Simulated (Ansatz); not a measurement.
in.yaml

```yaml
crystal:
  periodic: [false, false, false]
  atoms:
    - {symbol: B, position_ang: [-1.010431, 0.000000, 0.944195]}
    - {symbol: Al, position_ang: [0.355693, 0.000000, -0.388949]}
    - {symbol: H, position_ang: [-0.163703, 0.000000, 1.770482]}
    - {symbol: H, position_ang: [1.479887, 0.000000, -1.486004]}
basis:
  gaussian: {orbitals: STO-3G}
magnetization: {spin_polarized: true, initial_magnetization: 2}
hamiltonian: {xc: {name: r2SCAN}}
correlation: {method: ccsdtq, electrons: valence, diis_vectors: 1}
```

```sh
$ ansatz run in.yaml --threads 1 --pin off --events-out ev --progress --plain --max-ram 2393MiB
```

The program prints:

```
263 factors; integrals over basis functions are off by at most 3.9e-8 eV
mean field evaluation 1: about -7206.7984 eV, gradient 2.0e1 eV
mean field evaluation 2: about -7206.7723 eV, gradient 2.0e1 eV
mean field evaluation 4: about -7210.1764 eV, gradient 4.7e0 eV
mean field evaluation 8: about -7210.4434 eV, gradient 9.3e-2 eV
mean field evaluation 16: about -7210.4436 eV, gradient 8.2e-6 eV
mean field -7210.44362360 eV, -264.9789157529 hartree, gradient 8.3e-6 eV, S^2 2.010408; 0 other end points of the search recorded, 0 dependent functions left out
6 core orbitals not correlated: weight in the atoms' cores, before any rotation towards them, 0.999 or more for the frozen orbitals, at most 0.000 for the correlated occupied ones
reference -7192.74866143 eV, -264.3286378875 hartree; 5, 3 occupied and 5, 7 virtual orbitals, 263 factors
second order -1.71252698 eV of doubles, -0.17139257 eV of singles
cycle   1  -2.17887637 eV  change   -3.0e-1 eV  update   6.5e-2
cycle   2  -2.37949707 eV  change   -2.0e-1 eV  update   3.1e-2
cycle   3  -2.42156806 eV  change   -4.2e-2 eV  update   1.7e-2
cycle   4  -2.46073843 eV  change   -3.9e-2 eV  update   9.6e-3
cycle   5  -2.46824418 eV  change   -7.5e-3 eV  update   6.2e-3
...
cycle  28  -2.49050743 eV  change   -8.8e-6 eV  update   8.0e-6
cycle  29  -2.49050471 eV  change    2.7e-6 eV  update   6.2e-6
cycle  30  -2.49050999 eV  change   -5.3e-6 eV  update   4.7e-6
cycle  31  -2.49050835 eV  change    1.6e-6 eV  update   3.7e-6
cycle  32  -2.49051138 eV  change   -3.0e-6 eV  update   2.8e-6
cycle  33  -2.49051039 eV  change    9.8e-7 eV  update   2.2e-6
cycle  34  -2.49051232 eV  change   -1.9e-6 eV  update   1.7e-6
cycle  35  -2.49051165 eV  change    6.7e-7 eV  update   1.3e-6
cycle  36  -2.49051268 eV  change   -1.0e-6 eV  update   1.0e-6
cycle  37  -2.49051235 eV  change    3.3e-7 eV  update   8.0e-7
Total energy: -7195.23917379 eV, -264.4201625284 hartree
```

Ran on 1 thread of Intel Xeon Platinum 8488C, shared host: 9.5 s wall, 0.15 GiB peak host memory.
